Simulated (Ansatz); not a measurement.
# BeLi− (singlet): the correlation ladder at distance Li1–Be2 = 2.936 Å, aug-cc-pVTZ

How much of the correlation energy of BeLi− (singlet) does each wave-function method recover here?

Program: Ansatz 0.2.0, Gaussian basis. Level of theory: aug-cc-pVTZ, core rule «outside noble gas», up to 2 orbitals frozen. These are calculated values, not measurements.

Plan: UHF; CCSD(T) on RHF; CCSD(T) on UHF; BCCD(T) on RHF; CCSDT(Q) on RHF; CCSDT(Q) on UHF; CASSCF and NEVPT2, 4 electrons in 8 orbitals; Full CI.

44 further runs of the same task are left out: 23 for a known fault of the program, 14 that didn't finish, 7 set aside as unsound or not needed.

**1. The system**

The geometry derives from a PBE0/def2-TZVPD stationary point (not a proven minimum). One bond is set to the value named and the two fragments are kept rigid.

2 atoms, charge -1, spin multiplicity 1.

Atoms are counted from 1 here; the program's logs count them from 0.

No contacts short enough for the rule that draws bonds.

As a file:

```xyz
2
charge -1, multiplicity 1
Li    0.00000    0.00000    0.00000
Be    0.00000    0.00000    2.93600
```

**2. UHF**

Contents of in.yaml:

```yaml
crystal:
  periodic: [false, false, false]
  atoms:
    - {symbol: Li, position_ang: [0.000000, 0.000000, 0.000000]}
    - {symbol: Be, position_ang: [0.000000, 0.000000, 2.936000]}
basis:
  gaussian: {orbitals: aug-cc-pVTZ}
total_charge: -1
magnetization: {spin_polarized: true, initial_magnetization: 0}
hamiltonian: {xc: hf}
output: {orbitals: {seedname: orbitals}}
```

Launch:

```
ansatz run in.yaml --threads 1 --pin off --events-out ev --progress --plain --max-ram 2393MiB
```

After this run come: CCSD(T) on RHF; CCSD(T) on UHF; BCCD(T) on RHF; CCSDT(Q) on RHF; CCSDT(Q) on UHF; CASSCF and NEVPT2, 4 electrons in 8 orbitals; Full CI.

**Question.** What will the summary of the whole plan be? Wanted: FCI below the RHF energy; RMP2 from FCI; UMP2 from FCI; RCCSD from FCI; RCCSD(T) from FCI; UCCSD(T) from FCI; RCCSDT(Q) from FCI; UCCSDT(Q) from FCI; NEVPT2 valence from FCI.

As calculated:

| quantity | value |
| --- | --- |
| FCI below the RHF energy | -2.3983 eV |
| RMP2 from FCI | +18.87 kcal/mol |
| UMP2 from FCI | +18.20 kcal/mol |
| RCCSD from FCI | +3.84 kcal/mol |
| RCCSD(T) from FCI | +0.90 kcal/mol |
| UCCSD(T) from FCI | +2.43 kcal/mol |
| RCCSDT(Q) from FCI | +0.03 kcal/mol |
| UCCSDT(Q) from FCI | 0.00 kcal/mol |
| NEVPT2 valence from FCI | +4.57 kcal/mol |
| levels within 1 kcal/mol (43 meV) | RCCSD(T), BCCD(T), RCCSDT, UCCSDT, RCCSDT(Q), UCCSDT(Q) |
| T1 diagnostic | 0.073 |
| effectively unpaired electrons | 0.67 |

**Reading.** RCCSD(T) misses by +0.90 kcal/mol, 1.6 % of the correlation energy. CCSD(T) misses by +0.90 kcal/mol on the restricted determinant and by +2.43 kcal/mol on the unrestricted one; the two need not hold the same state or core. The occupations show some static correlation. These misses are within one basis, not against nature.
